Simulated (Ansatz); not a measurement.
The cation of C3H4O (`C=C=CO`) at the neutral geometry.

```yaml
crystal:
  periodic: [false, false, false]
  atoms:
    - {symbol: C, position_ang: [-0.601070, 1.381243, -0.326277]}
    - {symbol: C, position_ang: [0.097878, 0.306831, -0.098758]}
    - {symbol: C, position_ang: [0.807872, -0.764156, 0.126833]}
    - {symbol: O, position_ang: [0.335477, -1.987737, 0.496456]}
    - {symbol: H, position_ang: [-0.983916, 1.614029, -1.317223]}
    - {symbol: H, position_ang: [-0.828564, 2.092390, 0.464460]}
    - {symbol: H, position_ang: [1.887887, -0.760184, 0.031544]}
    - {symbol: H, position_ang: [-0.623363, -1.939414, 0.567067]}
basis:
  gaussian: {orbitals: def2-QZVPP}
total_charge: 1
magnetization: {spin_polarized: true, initial_magnetization: 1}
correlation: {method: mp2}
scf: {omitted_lower_state_checks: [cluster_reference]}
```

```sh
$ ansatz run in.yaml --threads 2 --pin off --events-out ev --progress --plain --max-ram 4352MiB
```

Shortened log:

```
Functional definition: HF
2110 factors; integrals over basis functions are off by at most 8.5e-4 eV
mean field evaluation 1: about -5179.4342 eV, gradient 3.2e1 eV
mean field evaluation 2: about -5179.4360 eV, gradient 3.2e1 eV
mean field evaluation 4: about -5183.8920 eV, gradient 4.1e0 eV
mean field evaluation 8: about -5184.0641 eV, gradient 3.3e-1 eV
mean field evaluation 16: about -5184.0968 eV, gradient 2.5e-2 eV
mean field evaluation 32: about -5183.1036 eV, gradient 5.3e-4 eV
mean field -5184.09690409 eV, -190.5120473182 hartree, gradient 3.1e-6 eV, S^2 0.873037; 5 other end points of the search recorded, 0 dependent functions left out
4 core orbitals not correlated: weight in the atoms' cores, before any rotation towards them, 1.000 or more for the frozen orbitals, at most 0.000 for the correlated occupied ones
reference -5184.09690409 eV, -190.5120473182 hartree; 11, 10 occupied and 333, 334 virtual orbitals, 2110 factors
second order -19.12990916 eV of doubles, -0.00000000 eV of singles
Total energy: -5203.22681325 eV, -191.2150585130 hartree
Checks for a lower state left out: cluster_reference
```

Hardware: 2 threads of an Arm Neoverse V1 on a shared host. Wall time 56 s, peak host memory 1.4 GiB.
